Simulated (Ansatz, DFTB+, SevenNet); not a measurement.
**How well does each level of theory give the elastic constant C44 of rhombohedral A7 Bi?**

Reference value: 13.5 GPa (measured, 4 K, zero-point motion not removed; as tabulated in Arnaud et al. (2016), arXiv:1602.08959).

| level (code) | value (GPa) | cell (Å³/atom) |
|---|---|---|
| GFN1-xTB as cut by DFTB+ | 58.9 | 34.30 |
| SevenNet-l3i5 | 8.18 | 36.90 |
| LDA (Ansatz) | ___ | 33.50 |
| PBE (Ansatz) | 7.67 | 36.92 |
| PBEsol (Ansatz) | 11.1 | 34.43 |

Complete the blanks.


- LDA (Ansatz, a program for electronic structure), value (GPa): 12.2

Differences against the reference: GFN1-xTB as cut by DFTB+ +336 %, SevenNet-l3i5 -39 %, LDA -9.6 %, PBE -43 %, PBEsol -17.8 %.

Closest of the ranked levels: LDA (-9.6 %). Among them GFN1-xTB as cut by DFTB+ (+336 %) misses by most.

The measured value isn't corrected to a static lattice, so vibrations enter the comparison.  Density-functional levels without +SOC have no spin–orbit coupling. GFN1-xTB as cut by DFTB+: the method was fitted mainly to molecules. GFN1-xTB as cut by DFTB+: codes differ in how they cut the long-range tail of xTB's charge interaction in a crystal, so the value belongs to this code. LDA: LDA has no dispersion term either, though it tends to give short spacings of layers, chains or molecules. PBE, PBEsol: the cell comes from a level without a dispersion term, which matters for the spacing of layers, chains or molecules. Each level is taken at its own relaxed cell. Ansatz's density-functional and Hartree–Fock values are scalar-relativistic unless marked +SOC, with PAW data made under PBE.

Machine-learned potentials (SevenNet-l3i5) are trained on DFT data: a solid inside that data is no test of them.

Differences are worked out from the printed values.
